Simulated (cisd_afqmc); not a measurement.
Input (AFQMC/CISD/cc-pVDZ; cisd_afqmc is a phaseless AFQMC code with CISD trial states that reads the integrals written by Ansatz):

Ansatz 0.2 input:
```python
import cisd_afqmc

open("ham.yaml", "w").write("""\
crystal:
  periodic: [false, false, false]
  atoms:
    - {symbol: N, position_ang: [-0.05626858, 0.65864215, -0.00484970]}
    - {symbol: N, position_ang: [0.02549416, -0.78015421, -0.08501714]}
    - {symbol: H, position_ang: [0.30108197, 1.08680797, 0.86074606]}
    - {symbol: H, position_ang: [-1.03733086, 0.93250674, -0.12356116]}
    - {symbol: H, position_ang: [-0.50516407, -1.17372953, 0.68773675]}
    - {symbol: H, position_ang: [1.00160868, -1.05003496, 0.00449883]}
    - {symbol: H, position_ang: [0.45522520, 1.05503422, -0.80035260]}
basis:
  gaussian:
    orbitals: cc-pVDZ
total_charge: 1
magnetization: {spin_polarized: false}
correlation: {method: ccsd, electrons: outside_noble_gas, hamiltonian_folder: ham}
""")
rep = cisd_afqmc.ansatz("ham.yaml")
e_ccsd = rep["correlation"]["coupled_cluster"]["energy"]["hartree"]
out = cisd_afqmc.run("ham", e_ccsd, trial="CISD", walkers=100, populations=8, threads=8, dt=0.005, steps=40, early=24, settle=10, least=32,
    cut=5e-5, rank_cut=2e-4, target=0.0004, seconds=1500, seed=1, memory=12960, gpu=False)
```

Output:

```
orbitals 51, occupied [7], factors 299 of 486, rank of the doubles 149 of 308
E(HF) = -111.539167
E(CCSD) on the cut factors = -111.915294, shift to the whole factors -0.000017
Energy of the trial state on the determinant = -111.915335
  tau behind 7.2 of longer steps, mean of the populations' last blocks
   2.0  -111.92406
   4.0  -111.92528
   6.0  -111.92527
   8.0  -111.92514
  10.0  -111.92466
  12.0  -111.92418
  14.0  -111.92623
blocks 518 (1 outliers left out), error by blocks joined: 1: 0.00022, 2: 0.00027, 4: 0.00032, 8: 0.00035, 16: 0.00036
E(AFQMC/CISD) = -111.92492 +/- 0.00036
```
